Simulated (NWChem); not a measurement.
Program: NWChem. System: CH$_{3}$Cl, charge 0, spin multiplicity 1, displaced from the optimised geometry. Level: RHF/cc-pVDZ, spin-restricted.

Input file:

```
start mol
memory heap 200 mb stack 900 mb global 1100 mb
geometry units angstroms nocenter noautoz noautosym
  C      1.127872    -0.056818     0.000000
  Cl    -0.660971     0.033297     0.000000
  H      1.631289    -0.866619     1.356971
  H      1.463483    -0.596686    -0.904647
  H      1.542311     0.968228     0.000000
end
basis spherical
  * library cc-pvdz
end
scf
  rhf
  nopen 0
  maxiter 100
  thresh 1e-7
  semidirect memsize 60000000 filesize 0
end
task scf energy
```

Output (cleaned and shortened):

```
             Northwest Computational Chemistry Package (NWChem) 7.3.0
             --------------------------------------------------------

                                NWChem Input Module
                                -------------------

 Scaling coordinates for geometry "geometry" by  1.889725989
 (inverse scale =  0.529177249)

                             Geometry "geometry" -> ""
                             -------------------------

 Output coordinates in angstroms (scale by  1.889725989 to convert to a.u.)

  No.       Tag          Charge          X              Y              Z
 ---- ---------------- ---------- -------------- -------------- --------------
    1 C                    6.0000     1.12787200    -0.05681800     0.00000000
    2 Cl                  17.0000    -0.66097100     0.03329700     0.00000000
    3 H                    1.0000     1.63128900    -0.86661900     1.35697100
    4 H                    1.0000     1.46348300    -0.59668600    -0.90464700
    5 H                    1.0000     1.54231100     0.96822800     0.00000000

 Effective nuclear repulsion energy (a.u.)      49.2658589324

            Nuclear Dipole moment (a.u.)
            ----------------------------
        X                 Y               Z
 ---------------- ---------------- ----------------
     0.3171111387    -0.5101050745     0.8547684181


 Summary of "ao basis" -> "" (spherical)
 ------------------------------------------------------------------------------
       Tag                 Description            Shells   Functions and Types
 ---------------- ------------------------------  ------  ---------------------
 *                          cc-pvdz                   on all atoms

 Summary of "ao basis" -> "ao basis" (spherical)
 ------------------------------------------------------------------------------
       Tag                 Description            Shells   Functions and Types
 ---------------- ------------------------------  ------  ---------------------
 C                          cc-pvdz                  6       14   3s2p1d
 Cl                         cc-pvdz                  8       18   4s3p1d
 H                          cc-pvdz                  3        5   2s1p

                                 NWChem SCF Module
                                 -----------------

  ao basis        = "ao basis"
  functions       =    47
  atoms           =     5
  closed shells   =    13
  open shells     =     0
  charge          =   0.00
  wavefunction    = RHF
  use symmetry    = F
  symmetry adapt  = F

 Summary of "ao basis" -> "ao basis" (spherical)
 ------------------------------------------------------------------------------
       Tag                 Description            Shells   Functions and Types
 ---------------- ------------------------------  ------  ---------------------
 C                          cc-pvdz                  6       14   3s2p1d
 Cl                         cc-pvdz                  8       18   4s3p1d
 H                          cc-pvdz                  3        5   2s1p

 Forming initial guess at       0.0s

      Superposition of Atomic Density Guess
      -------------------------------------

 Sum of atomic energies:        -498.63902959

      Non-variational initial energy
      ------------------------------

 Total energy =    -499.023837
 1-e energy   =    -784.730858
 2-e energy   =     236.441163
 HOMO         =      -0.320299
 LUMO         =       0.007311

 Starting SCF solution at       0.5s
[...]
 ----------------------------------------------

              iter       energy          gnorm     gmax       time
             ----- ------------------- --------- --------- --------
                 1     -498.9967224450  5.61D-01  1.90D-01      0.5
                 2     -499.0216687744  1.91D-01  5.38D-02      0.5
                 3     -499.0257854266  1.40D-02  5.48D-03      0.6
                 4     -499.0258217903  7.64D-05  2.18D-05      0.6
                 5     -499.0258217911  7.87D-09  2.23D-09      0.6

       Final RHF  results
       ------------------

         Total SCF energy =   -499.025821791052
      One-electron energy =   -785.860704878774
      Two-electron energy =    237.569024155300
 Nuclear repulsion energy =     49.265858932421

        Time for solution =      0.1s

             Final eigenvalues
             -----------------

              1
    1 -104.8298
    2  -11.3507
    3  -10.5560
    4   -8.0235
    5   -8.0201
    6   -8.0200
    7   -1.1272
    8   -0.8894
    9   -0.6210
   10   -0.5613
   11   -0.5138
   12   -0.4411
   13   -0.4074
   14    0.1039
   15    0.1853
   16    0.2236
   17    0.2383
   18    0.5804
   19    0.5835
   20    0.6198
   21    0.7005
   22    0.7299
   23    0.7755

                       ROHF Final Molecular Orbital Analysis
                       -------------------------------------

 Vector   11  Occ=2.000000D+00  E=-5.137783D-01
              MO Center=  2.8D-01, -1.9D-01,  3.0D-01, r^2= 2.3D+00
   Bfn.  Coefficient  Atom+Function         Bfn.  Coefficient  Atom+Function
  ----- ------------  ---------------      ----- ------------  ---------------
    24      0.328149  2 Cl pz                27      0.242437  2 Cl pz
    22     -0.232288  2 Cl px                33      0.205288  3 H  s
     6      0.191221  1 C  pz                23     -0.177994  2 Cl py
     4      0.177104  1 C  px                25     -0.155006  2 Cl px

 Vector   12  Occ=2.000000D+00  E=-4.411145D-01
              MO Center= -4.1D-01,  4.0D-02, -3.3D-02, r^2= 1.7D+00
   Bfn.  Coefficient  Atom+Function         Bfn.  Coefficient  Atom+Function
  ----- ------------  ---------------      ----- ------------  ---------------
    23      0.503165  2 Cl py                26      0.424874  2 Cl py
    24      0.290870  2 Cl pz                27      0.245611  2 Cl pz

 Vector   13  Occ=2.000000D+00  E=-4.073947D-01
              MO Center=  3.7D-01, -2.4D-01,  3.9D-01, r^2= 2.8D+00
   Bfn.  Coefficient  Atom+Function         Bfn.  Coefficient  Atom+Function
  ----- ------------  ---------------      ----- ------------  ---------------
    24      0.391288  2 Cl pz                27      0.351115  2 Cl pz
    33     -0.274749  3 H  s                 34     -0.241231  3 H  s
    23     -0.228030  2 Cl py                 6     -0.207863  1 C  pz
    26     -0.204196  2 Cl py                 9     -0.157047  1 C  pz

 Vector   14  Occ=0.000000D+00  E= 1.038766D-01
              MO Center=  1.4D+00, -5.2D-01,  7.9D-01, r^2= 3.2D+00
   Bfn.  Coefficient  Atom+Function         Bfn.  Coefficient  Atom+Function
  ----- ------------  ---------------      ----- ------------  ---------------
     3      1.054865  1 C  s                 34     -0.951256  3 H  s
     9      0.435414  1 C  pz                39     -0.300235  4 H  s
    44     -0.300234  5 H  s                  8     -0.257329  1 C  py
     6      0.249969  1 C  pz                33     -0.214070  3 H  s
    25     -0.205361  2 Cl px                 2      0.169208  1 C  s

 Vector   15  Occ=0.000000D+00  E= 1.853101D-01
              MO Center=  1.1D+00,  5.0D-02, -1.8D-01, r^2= 4.2D+00
   Bfn.  Coefficient  Atom+Function         Bfn.  Coefficient  Atom+Function
  ----- ------------  ---------------      ----- ------------  ---------------
     3      1.586875  1 C  s                 39     -0.958806  4 H  s
    44     -0.958800  5 H  s                 25     -0.621353  2 Cl px
     9     -0.604213  1 C  pz                18     -0.511968  2 Cl s
    34      0.480432  3 H  s                  7     -0.396628  1 C  px
     8      0.369262  1 C  py                 4     -0.203464  1 C  px

 Vector   16  Occ=0.000000D+00  E= 2.236251D-01
              MO Center=  7.4D-01,  9.5D-02, -2.3D-01, r^2= 3.8D+00
   Bfn.  Coefficient  Atom+Function         Bfn.  Coefficient  Atom+Function
  ----- ------------  ---------------      ----- ------------  ---------------
     7      1.147224  1 C  px                39     -0.991759  4 H  s
    44     -0.991794  5 H  s                 25      0.804408  2 Cl px
    18      0.769879  2 Cl s                  3      0.600660  1 C  s
     9     -0.431347  1 C  pz                 4      0.358611  1 C  px
    22      0.209708  2 Cl px                 8      0.191580  1 C  py

 center of mass
 --------------
 x =  -0.18543188 y =  -0.00062027 z =   0.01723178

 moments of inertia (a.u.)
 ------------------
          17.192683578925           8.356524257711          -3.361693830249
           8.356524257711         142.754296264914           2.289106439442
          -3.361693830249           2.289106439442         140.831699543436

  Mulliken analysis of the total density
  --------------------------------------

    Atom       Charge   Shell Charges
 -----------   ------   -------------------------------------------------------
    1 C    6     6.14   2.00  0.66  0.59  1.80  1.01  0.07
    2 Cl  17    17.14   2.00  2.01  0.93  0.99  6.00  3.02  2.14  0.04
    3 H    1     0.95   0.53  0.40  0.01
    4 H    1     0.89   0.73  0.12  0.03
    5 H    1     0.89   0.73  0.12  0.03

       Multipole analysis of the density wrt the origin
       ------------------------------------------------

     L   x y z        total         open         nuclear
     -   - - -        -----         ----         -------
     0   0 0 0     -0.000000      0.000000     26.000000

     1   1 0 0      0.687628      0.000000      0.317111
     1   0 1 0      0.068874      0.000000     -0.510105
     1   0 0 1     -0.179065      0.000000      0.854768

     2   2 0 0    -14.066662      0.000000     79.424707
     2   1 1 0      0.210617      0.000000     -5.543291
     2   1 0 1     -0.455509      0.000000      3.177091
     2   0 2 0    -15.108561      0.000000      7.437618
     2   0 1 1     -0.025564      0.000000     -2.271863
     2   0 0 2    -15.028819      0.000000      9.498161

 Task  times  cpu:        0.6s     wall:        0.6s

 Total times  cpu:        0.6s     wall:        0.6s
```
